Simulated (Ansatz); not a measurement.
# AlFH₂O: single points off equilibrium

An exercise on one series of results from a longer session: the logs are not shown, and one member is left open.

Computed with Ansatz 0.2.0, Gaussian basis. Level: single points in def2-TZVPP.

Cores are frozen in the correlated methods.

## The system as given

5 atoms, charge 0, spin multiplicity 1.

Atoms are counted from 1 here; the program's logs count them from 0.

Bond lengths: Al1–O4 1.673 Å, O4–H5 1.150 Å. Angles: Al1–O4–H5 175.4°.

Coordinates:

```xyz
5
AlFH2O
Al    0.58550    0.53290   -0.73810
F     0.02180   -1.64650   -0.87820
H     1.12880   -1.28090    0.16450
O    -0.41730    1.08960    0.47930
H    -1.17760    1.44990    1.26300
```

The first run:

run/in.yaml reads:

```yaml
crystal:
  periodic: [false, false, false]
  atoms:
    - {symbol: Al, position_ang: [0.585500, 0.532900, -0.738100]}
    - {symbol: F, position_ang: [0.021800, -1.646500, -0.878200]}
    - {symbol: H, position_ang: [1.128800, -1.280900, 0.164500]}
    - {symbol: O, position_ang: [-0.417300, 1.089600, 0.479300]}
    - {symbol: H, position_ang: [-1.177600, 1.449900, 1.263000]}
basis:
  gaussian: {orbitals: def2-TZVPP}
correlation: {method: ccsd_t}
output: {forces: true}
```

The command line of these runs was not kept.

Steps of the session up to this table: CCSD(T)/def2-TZVPP; PBE0-D4/def2-TZVPP; wB97M-V/def2-TZVPP; r2SCAN-D4/def2-TZVPP; PBE-D4/def2-TZVPP; r2SCAN0-D4/def2-TZVPP; LC-wPBE/def2-TZVPP.

One table of the session follows, with a row left open; its other results are not shown here.

```
    method  RMS force component (eV/Å)  angle to CCSD(T) forces (°)  dipole (D)
   CCSD(T)                       2.442                    reference        3.20
   PBE0-D4                           ?                            ?           ?
   wB97M-V                       2.490                          7.2        2.86
 r2SCAN-D4                       2.356                          4.4        2.76
    PBE-D4                       2.244                          6.9        2.65
r2SCAN0-D4                       2.511                          5.7        2.91
   LC-wPBE                       2.554                          6.9        2.92
```

Estimate the missing values for PBE0-D4.

The run gave: RMS force component (eV/Å): 2.445; angle to CCSD(T) forces (°): 6.1; dipole (D): 2.83. In the column «RMS force component (eV/Å)» it lies between CCSD(T) (2.442) and wB97M-V (2.490).
